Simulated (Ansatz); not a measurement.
**Worked example: correlation energy of H2Al–AsH2, triplet**

Geometry: that of the H2Al–AsH2, singlet, kept fixed. The singlet lies 4.0 eV lower here.

```xyz
6

Al    0.0319    0.0000    1.7496
As   -0.0385    0.0000   -0.6783
H     0.0000    1.3773    2.5371
H     0.0000   -1.3773    2.5371
H     1.0023    1.1086   -0.7464
H     1.0023   -1.1086   -0.7464
```

Basis cc-pVTZ; Ansatz 0.2.0. Correlated methods freeze the noble-gas cores and the filled d shells of p-block atoms, which leaves 12 electrons in 114 orbitals. R marks a restricted (for open shells ROHF) determinant, U an unrestricted one. No spin–orbit coupling is included, and no scalar relativity.

Full CI isn't at hand for all of this; UCCSDT(Q) serves as the reference, and is uncertain by about the last step of the cluster series.

Runs differ by some tens of microhartree through their thresholds and, for an open shell, their frozen cores, so steps under 0.03 kcal/mol mean nothing.

```
    level  total energy (hartree)
      UHF            -2478.358644
     UMP2            -2478.568784
    UCCSD            -2478.613097
 UCCSD(T)            -2478.622119
   UCCSDT            -2478.623962
UCCSDT(Q)            -2478.624380
```

Task: What is the correlation energy at UCCSDT(Q), and what share of it do UMP2 and UCCSD(T) recover?

Result: E(corr) = -2478.624380 − (-2478.358644) = -0.265736 hartree = -7.231 eV. UMP2: -0.210140 / -0.265736 = 79.08 %. UCCSD(T): -0.263475 / -0.265736 = 99.15 %.

Task: By how many kcal/mol does UCCSD(T) miss UCCSDT(Q) (1 hartree = 627.509 kcal/mol), and which steps make up the rest?

Result: -2478.622119 − (-2478.624380) = 0.002261 hartree = 1.42 kcal/mol. Steps: UCCSDT − UCCSD(T) = -1.16, UCCSDT(Q) − UCCSDT = -0.26 kcal/mol. Differences between like states or geometries often cancel part of this.
